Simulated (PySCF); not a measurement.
**ClF: one state, many levels of theory**

State: ¹Σ⁺ (singlet), closed shell. Set-up: basis Cl 3-21G, F 3-21G; no relativity; PySCF 2.14. De refers to Cl + F in their high-spin ground configurations, without counterpoise correction. A positive dipole means Cl(−)F(+).

| Level | Re (Å) | ωe (cm⁻¹) | De (eV) | μ (D) |
| --- | --- | --- | --- | --- |
| RHF | 1.689 | 863 | -0.429 | -1.21 |
| RHF-MP2 | 1.758 | 713 | 1.40 | n/a |
| RHF-SCS-MP2 | 1.765 | 691 | 1.42 | n/a |
| RHF-CCSD | 1.775 | 654 | 1.36 | n/a |
| RHF-CCSD(T) | 1.786 | 624 | 1.45 | n/a |
| PBE | 1.769 | 709 | 2.60 | -0.74 |
| revPBE | 1.776 | 697 | 2.37 | -0.74 |
| TPSS | 1.768 | 714 | 2.36 | -0.77 |
| r²SCAN | 1.755 | 733 | 2.15 | -0.80 |
| PBE0 | 1.734 | 769 | 1.98 | -0.86 |
| MN15 | 1.725 | 769 | 2.11 | -0.85 |
| LC-ωPBE | 1.717 | 809 | 1.89 | -0.89 |

(1) Which functional lies closest to RHF-CCSD(T) in De, which farthest, and by how much do they differ from it?

(2) What does a quarter of exact exchange do here, going from PBE to PBE0?

(3) What does second-order correlation do here, going from RHF to RHF-MP2?

Correlated steps freeze 6 core orbitals. Where the molecule has an RHF reference, its open-shell atoms are computed with UHF. 3-21G is very small, so such numbers show the basis as much as the molecule. A negative De means that the minimum lies above the separated atoms at that level.

## Answers

(1) Closest is LC-ωPBE (-6.9 pm in Re, +29.6 % in ωe, +0.44 eV in De against RHF-CCSD(T) in the same basis), farthest PBE (-1.7 pm in Re, +13.6 % in ωe, +1.15 eV in De). CCSD(T) converges more slowly with the basis than the functionals do and binds too weakly in this one, so the order can change at the basis-set limit.

(2) PBE0 less PBE: -3.5 pm in Re, +8.5 % in ωe, -0.62 eV in De. Exact exchange removes part of the self-interaction that spreads semilocal densities, and in most molecules shortens and stiffens the bond and lowers De; so it does here.

(3) RHF-MP2 less RHF: +6.9 pm in Re, -17.4 % in ωe, +1.83 eV in De. Correlation nearly always deepens the well. The bond lengthens, as in strong covalent bonds, where excitations into antibonding orbitals dominate.
